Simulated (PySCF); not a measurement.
Process, species as SMILES: C1=CC1 → [C-]1=CC1 + H+
B3LYP-D3(BJ)/def2-TZVP geometries, fixed; electronic energies without zero-point terms.

Effect of the grid level at M06-2X/aug-cc-pVTZ with PySCF, against the last row, where the deprotonation energy is 391.85 kcal/mol. The proton leaves the site shown, which need not be the most acidic. Cost is core time over that of grids.level: 0, rough, on shared machines of one kind.

```csv
setting,"grid points, largest species",largest shift of a total energy (mEh),shift of the deprotonation energy (kcal/mol),cost
grids.level: 0,5744,-26.656,-0.701,1×
grids.level: 1,25432,0.036,-0.023,2×
grids.level: 2,55112,-0.040,0.014,3×
grids.level: 3,81592,-0.010,0.004,4×
grids.level: 4,148656,0.005,-0.003,6×
grids.level: 5,223096,-0.002,0.001,8×
grids.level: 7,460160,0.000,0.000,20×
```

Within 0.02 kcal/mol in the deprotonation energy: grids.level: 2; grids.level: 3; grids.level: 4; grids.level: 5. The largest shift is 26.656 mEh in a total energy and 0.701 kcal/mol in the difference.
